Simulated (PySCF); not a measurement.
C₄H₉N.
Numbering: `[CH2:1]=[CH:2][C@H:3]([CH3:4])[NH2:5]` (hydrogens: H6, H7 on C1; H8 on C2; H9 on C3; H10, H11, H12 on C4; H13, H14 on N5)

Cartesian coordinates in Å at the PBE0-D3(BJ)/def2-SVP level; atoms count from 1:
```
atom  x, y, z in Å
C1     2.118   -0.040    0.210
C2     0.837   -0.259    0.499
C3    -0.326    0.044   -0.404
C4    -1.135    1.223    0.148
N5    -1.108   -1.169   -0.601
H6     2.421    0.370   -0.759
H7     2.914   -0.264    0.926
H8     0.572   -0.673    1.482
H9     0.081    0.335   -1.388
H10   -1.987    1.451   -0.513
H11   -0.520    2.132    0.240
H12   -1.537    0.985    1.146
H13   -1.492   -1.479    0.292
H14   -1.913   -0.969   -1.194
```

Linear response at B3LYP/def2-SVPD (PySCF, frozen core in the response, non-relativistic).

Static isotropic polarisability: 61.44 au (9.11 Å³), principal values 53.8, 55.7, 74.8 au.

**Question.** What is the polarisability at 1064 nm and at the sodium D line?

**Answer.** 62.00 au at 1064 nm (+0.9 %), 63.32 au at 589.3 nm (+3.1 %). The rise at 589.3 nm is 3.38 times that at 1064 nm; a pure ω² law gives 3.26. The lowest singlet lies at 215 nm, shorter than both wavelengths.

**Question.** What is the isotropic C6 coefficient between two such molecules, C6 = (3/π)∫α(iω)² dω?

**Answer.** 1542 au (Eh·bohr⁶) by a ten-point quadrature over imaginary frequencies, which is 921 eV·Å⁶ or 88.9 J·nm⁶/mol.

**Question.** Which effective excitation energy ω̄ makes London's formula C6 = (3/4)α²ω̄ exact here?

**Answer.** ω̄ = 4·C6/(3α²) = 0.544 Eh = 14.8 eV. A one-pole form α(ω) = α/(1 − ω²/ω̄²) fitted to the 1064 nm value gives 12.3 eV.

**Question.** How anisotropic is the static polarisability, by Δα² = ½[(α1 − α2)² + (α2 − α3)² + (α3 − α1)²]?

**Answer.** Δα = 20.2 au, or 0.33 of the isotropic value.

**Question.** What n − 1 at the D line would an ideal gas of it have at 273.15 K and 1 atm (2.6868 × 10¹⁹ cm⁻³), by n − 1 = 2π·N·α′?

**Answer.** 15.84 × 10⁻⁴, a formal value whether or not that pressure can be reached.

**Question.** What three-body coefficient follows from the one-pole estimate C9 = (3/4)·α·C6?

**Answer.** 71000 au. This is an estimate from the two numbers above, not a computed integral.

**Question.** What molar refraction at the D line follows from R = (4π/3)·N_A·α′, with α′ the polarisability volume?

**Answer.** α′ = 9.38 Å³ gives R = 23.67 cm³/mol, for isolated, non-vibrating species.

**Question.** The lowest 6 singlets have (eV, f): 5.77, 0.000; 6.20, 0.039; 6.87, 0.006; 6.95, 0.025; 7.15, 0.002; 7.37, 0.100. What share of the static polarisability do they carry in the sum over states α = Σ f/ω²?

**Answer.** 2.63 au, 4.3 % of α; the largest term, 1.36 au, is that of the state at 7.37 eV. Their oscillator strengths add up to 0.17. Higher states carry the rest.

**Question.** What does −C6/R⁶ come to at R = 12 Å between centres?

**Answer.** -30 J/mol. This is the leading, orientation-averaged term; C8 and higher terms are left out.

One conformer stands for the species.
